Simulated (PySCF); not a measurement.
Protons, H atoms and electrons added to or taken from OC=O. All species are isolated molecules in the gas phase. One relaxed conformer stands for each flexible species; it need not be the lowest. Strings in code marks are SMILES.

Level of theory: PBE0-D4/def2-TZVP (PySCF). Delta-SCF ions had no search for a lower state. Excitations are Tamm–Dancoff values on a coarser integration grid. The basis has no diffuse functions, so Rydberg states are missing or too high.

```json
[
 {"species": "neutral parent (`O=CO` (O–C–O–H torsion 0°))", "S1 excitation (TDA) (eV)": "5.97", "vertical ionisation energy (Delta-SCF) (eV)": "?", "S1–T1 gap (TDA) (eV)": "0.62", "HOMO–LUMO gap (eV)": "8.46", "brightest of the four lowest singlets (TDA) (eV)": "9.30"},
 {"species": "proton added at O3 (`O=C[OH2+]` (not the most basic site; O–C–O–H torsion 12°))", "S1 excitation (TDA) (eV)": "6.65", "vertical ionisation energy (Delta-SCF) (eV)": "19.70", "S1–T1 gap (TDA) (eV)": "0.75", "HOMO–LUMO gap (eV)": "9.20", "brightest of the four lowest singlets (TDA) (eV)": "?"},
 {"species": "H atom removed from C2 (`O=[C]O` (O–C–O–H torsion 0°))", "S1 excitation (TDA) (eV)": "–", "vertical ionisation energy (Delta-SCF) (eV)": "–", "S1–T1 gap (TDA) (eV)": "–", "HOMO–LUMO gap (eV)": "–", "brightest of the four lowest singlets (TDA) (eV)": "–"},
 {"species": "H atom removed from O3 (`[O]C=O`)", "S1 excitation (TDA) (eV)": "–", "vertical ionisation energy (Delta-SCF) (eV)": "–", "S1–T1 gap (TDA) (eV)": "–", "HOMO–LUMO gap (eV)": "–", "brightest of the four lowest singlets (TDA) (eV)": "–"}
]
```

Problem. What belongs in the gaps?

Solution. 
- neutral parent (`O=CO` (O–C–O–H torsion 0°)), vertical ionisation energy (Delta-SCF) (eV): 11.33
- proton added at O3 (`O=C[OH2+]` (not the most basic site; O–C–O–H torsion 12°)), brightest of the four lowest singlets (TDA) (eV): 10.06
